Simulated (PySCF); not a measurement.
Molecular orbitals of Si₂⁻

MN15 at R = 2.199 Å; Si aug-cc-pVDZ-DK; spin-free X2C with a Gaussian nucleus (PySCF 2.14). State: ²Πu (doublet), unpaired electrons π ↑. Only the outer orbitals are listed.

| spin | orbital | occ. | ε (eV) | main shells (%) |
| --- | --- | --- | --- | --- |
| α | σg | 1 | -9.61 | 90 s, 9 p |
| α | σu | 1 | -5.21 | 79 s, 19 p |
| α | πu | 1 | -1.56 | 97 p |
| α | σg | 1 | -1.39 | 79 p, 19 s |
| α | πu | 1 | -1.15 | 97 p |
| α | πg | 0 | 3.21 | 98 p |
| α | πg | 0 | 3.49 | 96 p |
| β | σg | 1 | -8.95 | 92 s |
| β | σu | 1 | -4.91 | 75 s, 23 p |
| β | σg | 1 | -1.12 | 80 p, 19 s |
| β | πu | 1 | -0.88 | 98 p |
| β | πu | 0 | 1.64 | 99 p |
| β | πg | 0 | 3.53 | 96 p |

Q: Which are the highest filled and the lowest empty level, where do they sit, and how wide is the gap?

A: Highest filled β πu at -0.88 eV (in %: 98 p); lowest empty β πu at 1.64 eV (in %: 99 p); the gap at MN15 is 2.52 eV. Both belong to one degenerate shell, split only by its one-sided filling, so this is no excitation gap. An empty level above zero is unbound, and its energy depends on the basis.

The bond order (Mayer) is 2.42. The ⟨S²⟩ is 0.754.

The state was picked by a PBE0 search and need not be the measured ground state.
